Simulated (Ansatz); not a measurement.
Results of PBE in Ansatz (plane waves, PAW) for chalcopyrite CuGaSe2.

Run with plane-wave cutoff 520 eV, 8×8×8 k mesh, Fermi–Dirac smearing 0.01 eV, no spin polarisation, scalar-relativistic PAW data made under PBE.

Computed points:

| V (Å³/atom) | E − E_lowest (meV/atom) | P (GPa) |
|---|---|---|
| 21.732 | 7.42 | 2.723 |
| 22.185 | 1.80 | 1.285 |
| 22.638 | 0.00 | 0.012 |
| 23.091 | 1.59 | -1.119 |
| 23.543 | 6.21 | -2.131 |

Task: Estimate the bulk modulus and its pressure derivative from these points.

Result: V0 = 22.642 Å³/atom, B0 = 60.0 GPa, B′ = 4.9 (fit to the energies at full precision).

Shape and atoms are relaxed at each volume.

Note: the gap of the solid is closed in this run; this level leaves the solid without a gap, although one is measured; the bulk modulus comes from volumes at which shape and atoms were relaxed.

The computed numbers hold no vibrational or temperature effects.

Ansatz is a quantum-chemistry and plane-wave program.
